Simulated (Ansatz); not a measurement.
# OF+ (triplet): from Hartree-Fock to the top rungs, def2-TZVPP

An exercise on one series of results from a longer session: the logs are not shown, and one member is left open.

Program: Ansatz 0.2.0, Gaussian basis. Level of theory: def2-TZVPP, core rule «outside noble gas», up to 2 orbitals frozen. These are calculated values, not measurements.

The runs, in order: UHF; ROHF; CCSD(T) on UHF.

### The system

The geometry is a PBE0/def2-TZVP stationary point (not a proven minimum) of the parent state, kept for this charge and spin.

2 atoms, charge 1, spin multiplicity 3.

Atoms are counted from 1 here; the program's logs count them from 0.

No contacts short enough for the rule that draws bonds.

Geometry (Å):

```
O     0.0000    0.0000    0.0000
F     0.0000    0.0000    1.7425
```

The first run:

The input, in.yaml:

```yaml
crystal:
  periodic: [false, false, false]
  atoms:
    - {symbol: O, position_ang: [0.000000, 0.000000, 0.000000]}
    - {symbol: F, position_ang: [0.000000, 0.000000, 1.742500]}
basis:
  gaussian: {orbitals: def2-TZVPP}
total_charge: 1
magnetization: {spin_polarized: true, initial_magnetization: 2}
hamiltonian: {xc: hf}
output: {orbitals: {seedname: orbitals}}
```

Run with:

```bash
$ ansatz run in.yaml --threads 1 --pin off --events-out ev --progress --plain --max-ram 2816MiB --backend cpu
```

Steps of the session up to this table: UHF; ROHF; CCSD(T) on UHF.

One table of the session follows, with a row left open; its other results are not shown here.

It belongs to the step «Misses and costs». 

| method | from UCCSD(T) (meV) |
| --- | --- |
| ROHF | +13080.6 |
| UHF | +9952.4 |
| UMP2 | ? |
| UCCSD | +377.3 |
| UCCSD(T) | 0 |

Q: Estimate the row for UMP2 from the others.

As computed: from UCCSD(T) (meV): +1503.0. In the column «from UCCSD(T) (meV)» it lies between UCCSD (+377.3) and UHF (+9952.4).

To keep in mind: The determinant is far from a pure spin state, so its energy mixes those of several spin states (harmless only where they are near-degenerate, as at dissociation).
